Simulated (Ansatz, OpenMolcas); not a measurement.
# Exact exchange and the HOMO–LUMO gap of C4H6 (1,2-butadiene)

C4H6 has 10 atoms, charge 0, and is taken as a singlet. SMILES: `C=C=CC`. The shape is that of a PBE0-D4/def2-TZVP optimisation.

The HOMO–LUMO gap y, in eV, basis cc-pVDZ; a is the functional's share of exact exchange. Programs: Ansatz 0.2.0, OpenMolcas 26.06.

| functional | program | a | y (eV) |
| --- | --- | --- | --- |
| BLYP | Ansatz | 0 | 5.52 |
| TPSS | OpenMolcas | 0 | 5.81 |
| B3LYP | Ansatz | 0.2 | 7.29 |
| r2SCAN0 | Ansatz | 0.25 | 8.03 |
| PBE0 | Ansatz | 0.25 | ? |
| BHLYP | Ansatz | 0.5 | 9.92 |

Q: Fit y = c + s·a to the known rows and predict PBE0.

A: 
1. Means of the 5 rows: a = 0.1900, y = 7.314.
2. Σ(Δa)² = 0.172, Σ(Δa·Δy) = 1.4772, so the slope is 1.4772/0.172 = 8.5884.
3. Intercept: 7.314 − (8.5884) × 0.1900 = 5.682. The largest residual of the fit is 0.20.
4. PBE0: 5.682 + (8.5884) × 0.25 = 7.83 eV.

The run gave 7.75 eV, so the prediction is off by +0.08 eV, within the largest residual. Exact exchange lowers occupied levels and raises empty ones. The rows mix families of semi-local functionals, which the line can't see.
